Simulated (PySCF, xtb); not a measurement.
C₄H₈, SMILES C=C(C)C.

Harmonic wavenumbers (cm⁻¹) from GFN2-xTB run with xtb at its own minimum, in rising order: 107, 155, 378, 428, 430, 691, 868, 892, 955, 988, 1000, 1072, 1082, 1281, 1401, 1402, 1427, 1476, 1481, 1487, 1492, 1739, 2998, 3001, 3010, 3017, 3048, 3049, 3102, 3124.

What does PBE-D3(BJ)/def2-SVP (PySCF) give at its own minimum? (An estimate is asked for; the answer gives what the named calculation found.)

169, 209, 374, 425, 430, 675, 817, 871, 921, 950, 970, 1033, 1050, 1254, 1337, 1348, 1367, 1389, 1400, 1409, 1420, 1683, 2950, 2955, 3018, 3019, 3069, 3072, 3073, 3165. Paired by order, the mean absolute difference is 39 cm⁻¹ and the zero-point energies are 66.6 and 65.5 kcal/mol.
